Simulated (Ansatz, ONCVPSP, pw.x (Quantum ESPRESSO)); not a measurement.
**Ge (Z = 32): one change to the ONCV potential, in the atom and in the diamond crystal**

ONCVPSP 4.0.1.1 (patched build) input, shortened (lines: element, Z, core and valence counts, functional; n l f; lmax; l rc ep ncon nbas qcut; lloc lpopt rc5 dvloc0; l nproj debl; icmod fcfact rcfact), PBE, scalar-relativistic:

```
  Ge 32.00    6    2        4      upf
    1    0    2.00
    2    0    2.00
    2    1    6.00
    3    0    2.00
    3    1    6.00
    3    2   10.00
    4    0    2.00
    4    1    2.00
    1
    0    1.50    0.00    4    9    4.20
    1    2.10    0.00    4    8    3.30
    0    5    1.50    0.00
    0    0    3.80
    1    3    2.00
    3    2.25    1.25
```

Change: core correction Teter function, fcfact 3.7, rcfact 1.25.

Cutoffs, loose and tight: the cutoffs (Ha) at which the residual kinetic energy of the hardest occupied pseudo-wave falls to 1 and 0.1 mHa per electron. They do not see the model core or the augmentation charge, which bear on the density cutoff. Test errors are all-electron minus pseudo excitation energies from the reference, over the configurations 4s2 4p1; 4s2 4p0; 4s1 4p0; 4s2 4p1.5; variants that change the core or the reference have their own tests.

Crystal test: diamond Ge in pw.x 7.5, no spin, 8³ k-points, Fermi–Dirac smearing 0.01 Ry, cutoffs set for each file from its atomic test. The reference is all-electron LAPW (Ansatz 0.2.0) with the same functional, mesh and smearing; V0 and B0 come from Birch–Murnaghan fits to the pressures at five volumes. Errors are pseudo minus all-electron; Δ is the rms difference of the E(V) curves that follow from these fits, minima aligned, over ±6 % about the mean V0. Mesh and smearing are coarse, so the numbers serve the comparison and aren't converged zero-temperature values; the lattice is a test structure that the element need not adopt.

All-electron: a0 = 5.765 Å (V0 = 23.95 Å³/atom), B0 = 57.6 GPa.

Task: Does the change bring the crystal closer to the all-electron result?

Result: The mean pressure error goes from -4.23 to -4.53 GPa, a small move against the size of the error. Neither pressure curve crosses zero within the volumes sampled, so no fits are given.

```json
{"quantity": "outcome (atom)", "base": "generated", "changed": "generated"}
{"quantity": "cutoff, loose (atom)", "base": "8.6 Ha", "changed": "8.6 Ha"}
{"quantity": "cutoff, tight (atom)", "base": "26 Ha", "changed": "26 Ha"}
{"quantity": "bound ghosts (atom)", "base": "none", "changed": "none"}
{"quantity": "largest test error (meV) (atom)", "base": "-38", "changed": "-80"}
{"quantity": "cutoffs in pw.x (Ry)", "base": "65/260", "changed": "65/260"}
{"quantity": "mean pressure error (GPa)", "base": "-4.23", "changed": "-4.53"}
```

Base: This is a poor potential for the solid. Changed file: This is a poor potential for the solid.
